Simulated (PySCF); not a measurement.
Ionisation energy of Si by level of theory

Si [Ne] 3s2 3p2 (3P) → Si+ [Ne] 3s2 3p1 (2P), as a difference of total energies. Calculation: PySCF 2.14, in x2c-SVPall (4s3p1d, 18 functions); the spin-free X2C one-electron Hamiltonian (Gaussian nucleus). Correlated levels: valence: [Ne] frozen. The calculations carry no spin-orbit coupling.

| method | ionisation energy (eV) |
| --- | --- |
| UHF | 7.633 |
| MN15 | 8.054 |
| LDA | 8.197 |
| MP2 (valence) | 7.859 |
| SCS-MP2 (valence) | 7.792 |
| CCSD (valence) | 7.865 |
| CCSD(T) (valence) | 7.874 |

**Question.** How much does correlation contribute at CCSD(T) (valence)?

**Answer.** 7.874 − (7.633) = 0.241 eV, measured against UHF.

Errors of the correlated levels include the incompleteness of this basis and the frozen core.

For comparison: 8.157 eV (measured; NIST levels, between the centres of gravity of the two terms).
